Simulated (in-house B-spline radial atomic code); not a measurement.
# Functionals against NIST's ionisation energies down a group: C to Pb

Ionisation energies as differences of self-consistent total energies from an all-electron radial atomic-structure program (B-spline basis): all electrons, radial basis limit, scalar-relativistic (one-electron X2C), spin-polarised at highest spin, spherical densities; exact exchange is averaged over the determinants of each configuration. No spin-orbit coupling, Breit or QED terms. NIST's values run from ground level to ground level, so in open shells the differences also hold multiplet and fine-structure energies that spherical high-spin averages miss. For p electrons of heavy elements the spin-orbit part alone reaches an electronvolt or more. Columns give computed minus NIST, in eV; a star marks a semi-empirical value. Species are left out where the tabulated value is theory, is uncertain by more than 0.12 eV, or (13 ions, such as In⁴⁺, Te⁴⁺ and Bi⁴⁺) lies off its series for all methods alike, which flatters the means a little.

| species | shell | NIST (eV) | LDA VWN5 | PBE | TPSS | CAM-B3LYP | B97-1 | AM05 |
| --- | --- | --- | --- | --- | --- | --- | --- | --- |
| C | 2p | 11.26 | +0.51 | +0.41 | +0.45 | +0.40 | +0.22 | +0.34 |
| Si | 3p | 8.15 | +0.11 | +0.11 | +0.16 | -0.02 | -0.04 | +0.04 |
| Ge | 4p | 7.90 | +0.14 | +0.04 | +0.08 | -0.01 | -0.13 | +0.01 |
| Sn | 5p | 7.34 | +0.10 | -0.03 | -0.02 | -0.04 | -0.21 | -0.05 |
| Pb | 6p | 7.42 | -0.22 | -0.40 | -0.43 | -0.38 | -0.61 | -0.41 |

Problem. How do the methods rank, and which species is hardest?

Solution. Mean absolute (signed) differences: AM05 0.17 (-0.02) eV; CAM-B3LYP 0.17 (-0.01) eV; PBE 0.20 (+0.03) eV; LDA VWN5 0.22 (+0.13) eV; TPSS 0.23 (+0.05) eV; B97-1 0.24 (-0.15) eV. For Pb, which loses a 6p electron, the nearest method is off by -0.22 eV, the largest such miss. The first two are tied within the accuracy of the references.
